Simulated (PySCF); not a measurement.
## How the method changes the constants of LiO⁺

State: ³Σ⁻ (triplet), unpaired electrons π ↑↑. Set-up: basis Li x2c-SVPall, O x2c-SVPall; spin-free X2C with a Gaussian nucleus; PySCF 2.14. De refers to Li⁺ + O in their high-spin ground configurations, without counterpoise correction. The functionals are run spin-unrestricted. A positive dipole points towards O; it is taken about the centre of mass and depends on that origin.

```json
{"Level": "UHF", "Re (Å)": "2.108", "ωe (cm⁻¹)": "344", "De (eV)": "0.497", "μ (D)": "-6.52"}
{"Level": "UHF-MP2", "Re (Å)": "2.120", "ωe (cm⁻¹)": "343", "De (eV)": "0.54", "μ (D)": "n/a"}
{"Level": "UHF-SCS-MP2", "Re (Å)": "2.121", "ωe (cm⁻¹)": "343", "De (eV)": "0.54", "μ (D)": "n/a"}
{"Level": "UHF-CCSD", "Re (Å)": "2.121", "ωe (cm⁻¹)": "344", "De (eV)": "0.55", "μ (D)": "n/a"}
{"Level": "UHF-CCSD(T)", "Re (Å)": "2.122", "ωe (cm⁻¹)": "344", "De (eV)": "0.56", "μ (D)": "n/a"}
{"Level": "PBE", "Re (Å)": "2.104", "ωe (cm⁻¹)": "349", "De (eV)": "0.66", "μ (D)": "-6.28"}
{"Level": "r²SCAN", "Re (Å)": "2.129", "ωe (cm⁻¹)": "333", "De (eV)": "0.55", "μ (D)": "-6.48"}
{"Level": "TPSSh", "Re (Å)": "2.097", "ωe (cm⁻¹)": "349", "De (eV)": "0.60", "μ (D)": "-6.33"}
{"Level": "r²SCANh", "Re (Å)": "2.121", "ωe (cm⁻¹)": "336", "De (eV)": "0.54", "μ (D)": "-6.47"}
{"Level": "PBE0", "Re (Å)": "2.091", "ωe (cm⁻¹)": "354", "De (eV)": "0.60", "μ (D)": "-6.33"}
{"Level": "MN15", "Re (Å)": "2.119", "ωe (cm⁻¹)": "341", "De (eV)": "0.56", "μ (D)": "-6.45"}
{"Level": "CAM-B3LYP", "Re (Å)": "2.066", "ωe (cm⁻¹)": "369", "De (eV)": "0.66", "μ (D)": "-6.21"}
```

Which functional lies closest to UHF-CCSD(T) in De, which farthest, and by how much do they differ from it?

Closest is MN15 (-0.3 pm in Re, -0.9 % in ωe, +0.00 eV in De against UHF-CCSD(T) in the same basis), farthest PBE (-1.8 pm in Re, +1.5 % in ωe, +0.10 eV in De). CCSD(T) converges more slowly with the basis than the functionals do and binds too weakly in this one, so the order can change at the basis-set limit.

What does a quarter of exact exchange do here, going from PBE to PBE0?

PBE0 less PBE: -1.3 pm in Re, +1.4 % in ωe, -0.06 eV in De. Exact exchange removes part of the self-interaction that spreads semilocal densities, and in most molecules shortens and stiffens the bond and lowers De; so it does here.

What does the step from GGA to meta-GGA do here, going from PBE to r²SCAN?

r²SCAN less PBE: +2.5 pm in Re, -4.6 % in ωe, -0.11 eV in De. 

Correlated steps freeze 1 core orbital. Correlated levels converge slowly with the basis: in double zeta they bind strong bonds too weakly, by up to about 1 eV, and carry superposition errors of some tenths. For an ion De counts to the pair picked by the measured ionisation energies or electron affinities, which need not be the lowest pair at this level. The state is the lowest determinant that a PBE0 search found; another state may lie lower at other levels.
